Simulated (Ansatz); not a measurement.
Cost and result up the ladder for BH₃ (4 atoms). The state is a singlet with charge 0. Geometry: r2SCAN-D4/def2-TZVP.

```xyz
4

B     0.000    0.000    0.000
H    -0.777   -0.499    0.753
H     0.089    1.187   -0.064
H     0.688   -0.688   -0.689
```

Ansatz on 2 threads of Intel Xeon Platinum 8259CL on a shared host. Times are rough, and most runs start from the orbitals of an earlier one. ωB97M-V/def2-TZVP serves as the yardstick here, not as an exact answer. Differences are given only for rows in sets of like size (and for xTB, whose basis is part of the method), since another set adds its own error. Binding counts from free atoms at the same level (B doublet, H doublet; other spins of the atoms weren't run), without zero-point energy or a counterpoise term.

LC-ωPBE has ω = 0.4 bohr⁻¹. Correlated methods freeze 1 core orbital.

Correlated methods converge slowly with the basis (MP2 moves by 0.08 eV from def2-TZVP to def2-QZVPP here).

| level | functions | wall time | binding energy per atom (eV) | difference from ωB97M-V/def2-TZVP (eV) |
| --- | --- | --- | --- | --- |
| HF/def2-TZVP | 49 | 0.1 s | 2.51 | -0.56 |
| LDA (SPW92)/def2-TZVP | 49 | 0.2 s | 3.29 | 0.22 |
| PBE0-D4/def2-SVP | 29 | 0.2 s | 3.03 | – |
| MP2/def2-TZVP | 49 | 0.2 s | 2.93 | -0.14 |
| revPBE-D4/def2-TZVP | 49 | 0.3 s | 2.99 | -0.08 |
| BLYP-D4/def2-TZVP | 49 | 0.35 s | 3.05 | -0.02 |
| CAM-B3LYP-D4/def2-TZVP | 49 | 0.35 s | 3.09 | 0.03 |
| LC-ωPBE/def2-TZVP | 49 | 0.35 s | 3.03 | -0.04 |
| r2SCAN0-D4/def2-TZVP | 49 | 0.55 s | 3.05 | -0.02 |
| r2SCANh-D4/def2-TZVP | 49 | 0.65 s | 3.05 | -0.01 |
| CCSD(T)/def2-TZVPP | 73 | 0.65 s | 3.00 | -0.07 |
| ωB97M-V/def2-TZVP | 49 | 0.7 s | 3.07 | 0.00 |
| ωB97X-V/def2-TZVP | 49 | 0.85 s | 3.06 | 0.00 |
| MP2/def2-QZVPP | 147 | 1.1 s | 3.01 | – |
